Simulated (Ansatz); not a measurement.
Ansatz (a quantum-chemistry and plane-wave program) input (B3LYP-D3(BJ)/def2-TZVP):

Ansatz 0.2 input:
```yaml
crystal:
  periodic: [false, false, false]
  atoms:
    - {symbol: C, position_ang: [-0.00000000, -0.00000000, -0.47198407]}
    - {symbol: C, position_ang: [0.00000000, 0.00000000, 0.72801579]}
    - {symbol: H, position_ang: [-0.00000000, -0.00000000, -1.53619029]}
basis:
  gaussian:
    orbitals: def2-TZVP
hamiltonian:
  xc: b3lyp
  dispersion: d3bj
magnetization: {spin_polarized: true, initial_magnetization: 1}
phonons: {temperatures: {t_min: 298.15, t_max: 298.15, t_step: 100}}
```

Output:

```
Functional definition: B3LYP
integrals: 0.01 GiB planned
404 factors; their error is unknown
mean field: 0.14 GiB planned
mean field evaluation 1: about -2081.0851 eV, gradient 3.1e1 eV
mean field evaluation 2: about -2077.1560 eV, gradient 4.0e1 eV
mean field evaluation 4: about -2085.4363 eV, gradient 1.5e0 eV
mean field evaluation 8: about -2085.4537 eV, gradient 4.0e-2 eV
mean field evaluation 16: about -2085.4571 eV, gradient 2.7e-5 eV
mean field -2085.45710140 eV, -76.6391349028 hartree, gradient 1.8e-5 eV, S^2 0.772080; 1 other end points of the search recorded, 0 dependent functions left out
the calculation of the forces begins
reference -2085.45727732 eV, -76.6391413678 hartree; 7, 6 occupied and 61, 62 virtual orbitals, 404 factors
these checks for a lower state are left out or cut short: stability, starts, cluster_reference, orbital_swaps, neighbouring_geometries, increment
integrals: 0.01 GiB planned
404 factors; their error is unknown
mean field: 0.14 GiB planned
mean field evaluation 32: about -2085.4571 eV, gradient 8.8e-5 eV
mean field -2085.45709841 eV, -76.6391347931 hartree, gradient 1.3e-6 eV, S^2 0.772077; 0 other end points of the search recorded, 0 dependent functions left out
the calculation of the forces begins
reference -2085.45727433 eV, -76.6391412581 hartree; 7, 6 occupied and 61, 62 virtual orbitals, 404 factors
these checks for a lower state are left out or cut short: stability, starts, cluster_reference, orbital_swaps, neighbouring_geometries, increment
integrals: 0.01 GiB planned
404 factors; their error is unknown
mean field: 0.14 GiB planned
mean field -2085.45709841 eV, -76.6391347931 hartree, gradient 1.3e-6 eV, S^2 0.772077; 0 other end points of the search recorded, 0 dependent functions left out
the calculation of the forces begins
reference -2085.45727433 eV, -76.6391412581 hartree; 7, 6 occupied and 61, 62 virtual orbitals, 404 factors
these checks for a lower state are left out or cut short: stability, starts, cluster_reference, orbital_swaps, neighbouring_geometries, increment
integrals: 0.01 GiB planned
404 factors; their error is unknown
mean field: 0.14 GiB planned
mean field -2085.45709841 eV, -76.6391347931 hartree, gradient 1.3e-6 eV, S^2 0.772077; 0 other end points of the search recorded, 0 dependent functions left out
the calculation of the forces begins
reference -2085.45727433 eV, -76.6391412581 hartree; 7, 6 occupied and 61, 62 virtual orbitals, 404 factors
these checks for a lower state are left out or cut short: stability, starts, cluster_reference, orbital_swaps, neighbouring_geometries, increment
integrals: 0.01 GiB planned
404 factors; their error is unknown
mean field: 0.14 GiB planned
mean field -2085.45709841 eV, -76.6391347931 hartree, gradient 1.3e-6 eV, S^2 0.772077; 0 other end points of the search recorded, 0 dependent functions left out
the calculation of the forces begins
reference -2085.45727433 eV, -76.6391412581 hartree; 7, 6 occupied and 61, 62 virtual orbitals, 404 factors
these checks for a lower state are left out or cut short: stability, starts, cluster_reference, orbital_swaps, neighbouring_geometries, increment
integrals: 0.01 GiB planned
404 factors; their error is unknown
mean field: 0.14 GiB planned
mean field evaluation 64: about -2085.4566 eV, gradient 8.7e-5 eV
mean field -2085.45664579 eV, -76.6391181594 hartree, gradient 8.6e-7 eV, S^2 0.771769; 0 other end points of the search recorded, 0 dependent functions left out
the calculation of the forces begins
reference -2085.45682169 eV, -76.6391246238 hartree; 7, 6 occupied and 61, 62 virtual orbitals, 404 factors
these checks for a lower state are left out or cut short: stability, starts, cluster_reference, orbital_swaps, neighbouring_geometries, increment
integrals: 0.01 GiB planned
404 factors; their error is unknown
mean field: 0.14 GiB planned
mean field -2085.45664942 eV, -76.6391182930 hartree, gradient 1.0e-6 eV, S^2 0.772396; 0 other end points of the search recorded, 0 dependent functions left out
the calculation of the forces begins
reference -2085.45682536 eV, -76.6391247584 hartree; 7, 6 occupied and 61, 62 virtual orbitals, 404 factors
these checks for a lower state are left out or cut short: stability, starts, cluster_reference, orbital_swaps, neighbouring_geometries, increment
integrals: 0.01 GiB planned
404 factors; their error is unknown
mean field: 0.14 GiB planned
mean field -2085.45710074 eV, -76.6391348787 hartree, gradient 2.1e-6 eV, S^2 0.772079; 0 other end points of the search recorded, 0 dependent functions left out
the calculation of the forces begins
reference -2085.45727666 eV, -76.6391413437 hartree; 7, 6 occupied and 61, 62 virtual orbitals, 404 factors
these checks for a lower state are left out or cut short: stability, starts, cluster_reference, orbital_swaps, neighbouring_geometries, increment
integrals: 0.01 GiB planned
404 factors; their error is unknown
mean field: 0.14 GiB planned
mean field -2085.45710074 eV, -76.6391348787 hartree, gradient 2.1e-6 eV, S^2 0.772079; 0 other end points of the search recorded, 0 dependent functions left out
the calculation of the forces begins
reference -2085.45727666 eV, -76.6391413437 hartree; 7, 6 occupied and 61, 62 virtual orbitals, 404 factors
these checks for a lower state are left out or cut short: stability, starts, cluster_reference, orbital_swaps, neighbouring_geometries, increment
integrals: 0.01 GiB planned
404 factors; their error is unknown
mean field: 0.14 GiB planned
mean field evaluation 96: about -2085.4571 eV, gradient 8.7e-5 eV
mean field -2085.45710074 eV, -76.6391348787 hartree, gradient 2.1e-6 eV, S^2 0.772079; 0 other end points of the search recorded, 0 dependent functions left out
the calculation of the forces begins
reference -2085.45727666 eV, -76.6391413437 hartree; 7, 6 occupied and 61, 62 virtual orbitals, 404 factors
these checks for a lower state are left out or cut short: stability, starts, cluster_reference, orbital_swaps, neighbouring_geometries, increment
integrals: 0.01 GiB planned
404 factors; their error is unknown
mean field: 0.14 GiB planned
mean field -2085.45710074 eV, -76.6391348787 hartree, gradient 2.1e-6 eV, S^2 0.772079; 0 other end points of the search recorded, 0 dependent functions left out
the calculation of the forces begins
reference -2085.45727666 eV, -76.6391413437 hartree; 7, 6 occupied and 61, 62 virtual orbitals, 404 factors
these checks for a lower state are left out or cut short: stability, starts, cluster_reference, orbital_swaps, neighbouring_geometries, increment
integrals: 0.01 GiB planned
404 factors; their error is unknown
mean field: 0.14 GiB planned
mean field -2085.45678439 eV, -76.6391232531 hartree, gradient 1.0e-6 eV, S^2 0.772396; 0 other end points of the search recorded, 0 dependent functions left out
the calculation of the forces begins
reference -2085.45696039 eV, -76.6391297207 hartree; 7, 6 occupied and 61, 62 virtual orbitals, 404 factors
these checks for a lower state are left out or cut short: stability, starts, cluster_reference, orbital_swaps, neighbouring_geometries, increment
integrals: 0.01 GiB planned
404 factors; their error is unknown
mean field: 0.14 GiB planned
mean field -2085.45676863 eV, -76.6391226740 hartree, gradient 8.4e-7 eV, S^2 0.771769; 0 other end points of the search recorded, 0 dependent functions left out
the calculation of the forces begins
reference -2085.45694448 eV, -76.6391291363 hartree; 7, 6 occupied and 61, 62 virtual orbitals, 404 factors
these checks for a lower state are left out or cut short: stability, starts, cluster_reference, orbital_swaps, neighbouring_geometries, increment
integrals: 0.01 GiB planned
404 factors; their error is unknown
mean field: 0.14 GiB planned
mean field evaluation 128: about -2085.4571 eV, gradient 8.7e-5 eV
mean field -2085.45710056 eV, -76.6391348721 hartree, gradient 1.6e-6 eV, S^2 0.772079; 0 other end points of the search recorded, 0 dependent functions left out
the calculation of the forces begins
reference -2085.45727648 eV, -76.6391413371 hartree; 7, 6 occupied and 61, 62 virtual orbitals, 404 factors
these checks for a lower state are left out or cut short: stability, starts, cluster_reference, orbital_swaps, neighbouring_geometries, increment
integrals: 0.01 GiB planned
404 factors; their error is unknown
mean field: 0.14 GiB planned
mean field -2085.45710056 eV, -76.6391348721 hartree, gradient 1.6e-6 eV, S^2 0.772079; 0 other end points of the search recorded, 0 dependent functions left out
the calculation of the forces begins
reference -2085.45727648 eV, -76.6391413371 hartree; 7, 6 occupied and 61, 62 virtual orbitals, 404 factors
these checks for a lower state are left out or cut short: stability, starts, cluster_reference, orbital_swaps, neighbouring_geometries, increment
integrals: 0.01 GiB planned
404 factors; their error is unknown
mean field: 0.14 GiB planned
mean field -2085.45710056 eV, -76.6391348721 hartree, gradient 1.6e-6 eV, S^2 0.772079; 0 other end points of the search recorded, 0 dependent functions left out
the calculation of the forces begins
reference -2085.45727648 eV, -76.6391413371 hartree; 7, 6 occupied and 61, 62 virtual orbitals, 404 factors
these checks for a lower state are left out or cut short: stability, starts, cluster_reference, orbital_swaps, neighbouring_geometries, increment
integrals: 0.01 GiB planned
404 factors; their error is unknown
mean field: 0.14 GiB planned
mean field -2085.45710056 eV, -76.6391348721 hartree, gradient 1.6e-6 eV, S^2 0.772079; 0 other end points of the search recorded, 0 dependent functions left out
the calculation of the forces begins
reference -2085.45727648 eV, -76.6391413371 hartree; 7, 6 occupied and 61, 62 virtual orbitals, 404 factors
these checks for a lower state are left out or cut short: stability, starts, cluster_reference, orbital_swaps, neighbouring_geometries, increment
integrals: 0.01 GiB planned
404 factors; their error is unknown
mean field: 0.14 GiB planned
mean field evaluation 160: about -2085.4570 eV, gradient 8.6e-5 eV
mean field -2085.45697175 eV, -76.6391301384 hartree, gradient 1.6e-6 eV, S^2 0.772080; 0 other end points of the search recorded, 0 dependent functions left out
the calculation of the forces begins
reference -2085.45714762 eV, -76.6391366013 hartree; 7, 6 occupied and 61, 62 virtual orbitals, 404 factors
these checks for a lower state are left out or cut short: stability, starts, cluster_reference, orbital_swaps, neighbouring_geometries, increment
integrals: 0.01 GiB planned
404 factors; their error is unknown
mean field: 0.14 GiB planned
mean field -2085.45698383 eV, -76.6391305823 hartree, gradient 2.5e-6 eV, S^2 0.772079; 0 other end points of the search recorded, 0 dependent functions left out
the calculation of the forces begins
reference -2085.45715981 eV, -76.6391370494 hartree; 7, 6 occupied and 61, 62 virtual orbitals, 404 factors
Total energy: -2085.50580165 eV, -76.6409246041 hartree
Atom 0 at    -0.000000    -0.000000    -0.471984 Å, force    -0.000000    -0.000000     0.000014 eV/Å
Atom 1 at     0.000000     0.000000     0.728016 Å, force     0.000000     0.000000    -0.000008 eV/Å
Atom 2 at    -0.000000    -0.000000    -1.536190 Å, force     0.000000     0.000000    -0.000006 eV/Å
Dipole moment:     0.000000     0.000000    -0.162750 e Å
Vibrations: 314.29 314.29 2095.12 3453.16 cm⁻¹, zero-point energy 0.382917 eV
```

It need not be the lowest isomer of its formula.
